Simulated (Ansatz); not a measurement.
Two isomers of C2H5NS: A = `CSC=N`, B = `CC(N)=S`.

Computed with Ansatz on PBE0-D4/def2-TZVP structures; ΔE is electronic, products minus reactants. CCSD(T)/CBS adds triple-zeta CCSD(T) − MP2 to the extrapolated MP2 energy (def2 sets, frozen cores). DFT in def2-TZVPP. B3LYP here is the variant with VWN-RPA as its local correlation; programs differ in this. Each species was taken in one conformer, which may not be the lowest.

Task: Which isomer does CCSD(T)/CBS put lower? Give the gap. (An estimate is asked.)

Result: The calculation gave: B, by 14.0 kcal/mol.

Task: Give E(B) − E(A) in kcal/mol with LDA (SPW92), PBE0-D4, ωB97M-V, MP2/def2-TZVPP, B3LYP, CCSD/def2-TZVPP, HF/def2-TZVPP. (Estimate.)

Result: The calculation gave: LDA (SPW92) -17.8, PBE0-D4 -15.5, ωB97M-V -14.7, MP2/def2-TZVPP -14.7, B3LYP -14.7, CCSD/def2-TZVPP -13.7, HF/def2-TZVPP -15.4. None reverses the order clearly.

Task: Does the order hold for the free energy at 298.15 K (harmonic terms from PBE0-D4)? (Best estimate.)

Result: Ansatz gave: Yes: G(B) − G(A) = -13.6 kcal/mol, for one conformer each. Modes under 60 cm⁻¹, often nearly free rotors, make the harmonic entropy too high.

Largest T1 diagnostic: 0.016.

Leaving LDA and LC-ωPBE aside and taking each functional with its dispersion term where it has one, the values, not all of them listed here, spread over 2.6 kcal/mol, from r2SCAN0-D4 to revPBE-D4. LDA lies −3.5 kcal/mol from PBE without D4. From r2SCAN to r2SCAN0 (25 % exact exchange), in def2-TZVPP and without D4, E(B) − E(A) moves by −0.8 kcal/mol.
